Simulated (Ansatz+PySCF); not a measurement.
Results of a calculation; reference values are marked as such.
## Ansatz (development build ahead of 0.2.0) run

```yaml
crystal:
  periodic: [false, false, false]
  atoms:
    - { symbol: C, position_ang: [0.0, 0.0, -0.61873] }
    - { symbol: F, position_ang: [0.0, 0.0, 3.47155] }
    - { symbol: H, position_ang: [0.0, -1.03603, -0.99661] }
    - { symbol: H, position_ang: [-0.89723, 0.51802, -0.99661] }
    - { symbol: H, position_ang: [0.89723, 0.51802, -0.99661] }
basis:
  gaussian: { orbitals: cc-pVDZ }
magnetization:
  spin_polarized: true
hamiltonian:
  xc: hf
correlation:
  method: mp2
  frozen_orbitals: { C: 1, F: 1, H: 0 }
output:
  forces: true
```

The input is written out in the form of the current development build from the run's settings.

Results

```json
{"Converged": "yes", "Reference energy": "-138.92807 hartree", "Correlation energy": "-0.26797 hartree", "Total energy": "-139.19605 hartree", "Spin squared of the determinant": "1.010", "Stability test": "minimum"}
```

Forces (eV/Å):
```tsv
atom	Fx	Fy	Fz
C1	0.000	0.000	-2.252
F2	0.000	0.000	-0.013
H3	0.000	-0.168	0.755
H4	-0.146	0.084	0.755
H5	0.146	0.084	0.755
```

Caution: bonds are stretched, where a single reference can fail; the unrestricted determinant is a mixture of spin states.
